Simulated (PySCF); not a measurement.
# How methods differ on the electron affinity of S

S⁻ [Ne] 3s2 3p5 (2P) → S [Ne] 3s2 3p4 (3P), as a difference of total energies. Calculation: PySCF 2.14, in aug-cc-pVQZ-DK (7s6p4d3f2g, 84 functions); scalar relativity by spin-free X2C-1e. Correlated levels: valence: [Ne] frozen. The calculations carry no spin-orbit coupling.

| method | electron affinity (eV) | error (eV) |
| --- | --- | --- |
| UHF | 0.871 | -1.206 |
| MP2 (valence) | 2.005 | -0.072 |
| SCS-MP2 (valence) | 2.016 | -0.061 |
| CCSD (valence) | 1.934 | -0.143 |
| CCSD(T) (valence) | 2.024 | -0.053 |

Reference: 2.077 eV (measured; photodetachment measurements, as compiled on the Wikipedia data page of electron affinities).

Errors of the correlated levels include the incompleteness of this basis and the frozen core.
